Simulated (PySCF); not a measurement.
# Dipole moment and polarisability of 2-oxazoline

Species: 2-oxazoline, C3H5NO.
Cartesian coordinates in Å at the GFN2-xTB level; atoms count from 1:
```
atom  x, y, z in Å
C1     1.4256   -0.1391   -0.2183
N2     0.7080   -1.1690   -0.1572
C3    -0.6550   -0.7301    0.0626
C4    -0.5465    0.8166    0.1138
O5     0.8466    1.0672   -0.0806
H6     2.4897   -0.1424   -0.3756
H7    -1.2837   -1.0849   -0.7561
H8    -1.0266   -1.1606    0.9945
H9    -0.8447    1.2343    1.0785
H10   -1.1045    1.3127   -0.6842
```

Level: CAM-B3LYP/def2-SVPD (PySCF), static field, nuclei fixed, core orbitals frozen in the response. The polarisability tensor in these axes (au):

```
x   48.43  1.24 -2.01
y    1.24 46.55  0.34
z   -2.01  0.34 34.76
```

Task: Diagonalise the tensor; give its mean and Δα, where Δα² is half the sum of the squared differences of the eigenvalues.

Result: Principal values 34.45, 46.05 and 49.24 au; mean 43.25 au = 6.41 Å³ = 7.13 × 10⁻⁴⁰ C²·m²/J; Δα = 13.49 au (31 % of the mean).

Task: What is the dipole moment, and where does it point?

Result: (-1.31, 1.10, 0.24) D, 1.72 D in size, pointing from the negative to the positive side. Measured along this direction, the outermost atoms are H6 at the negative end and H10 and H9 at the positive end.

Task: Orientational against electronic polarisability at 350 K (dilute gas, rigid molecules)?

Result: In Gaussian units μ²/3kT = 20.49 Å³ against 6.41 Å³, a ratio of 3.20; the Debye molar polarisation (4π/3)N_A(α + μ²/3kT) is 67.8 cm³/mol, leaving out the vibrational part.

Task: Find the Langevin capture rate constant for NO+ (29.998 u) meeting this molecule (71.037 u), k = 2.342 × 10⁻⁹ cm³/s × √(α in Å³ / reduced mass in u).

Result: The reduced mass is 21.09 u, so k = 1.29 × 10⁻⁹ cm³/s. The formula leaves out the permanent dipole, which adds to the capture rate.

Task: What would n − 1 = 2πNα be for an ideal gas of these molecules at 350 K and 1 atm, electronic part alone?

Result: N = p/kT = 2.0968 × 10¹⁹ cm⁻³, so n − 1 = 2π × N × 6.41 × 10⁻²⁴ cm³ = 844 × 10⁻⁶ at long wavelengths, for an ideal gas.

Task: Give the eigenvalues of the traceless quadrupole moment Θ = ½Σq(3rr − r²1), origin at the centre of nuclear charge.

Result: -8.04, 1.31, 6.73 D·Å. The values depend on the origin, since the dipole doesn't vanish. The electronic extent ⟨r²⟩ about the same centre is 313 bohr², a root-mean-square distance of 1.52 Å for the 38 electrons.

Task: Give the principal axes and the span of the nuclei along them.

Result: Largest value along (0.91, 0.40, -0.12), where the nuclei span 3.76 Å; middle along (-0.39, 0.91, 0.10), 2.93 Å; least along (0.15, -0.04, 0.99), 1.78 Å. The response follows the extents in order.

Isolated species at its GFN2-xTB geometry, gas phase.

The run behind these numbers computed excited states as well. Hardware: one thread of an x86-64 server (shared host). Cost: 9.6 s.
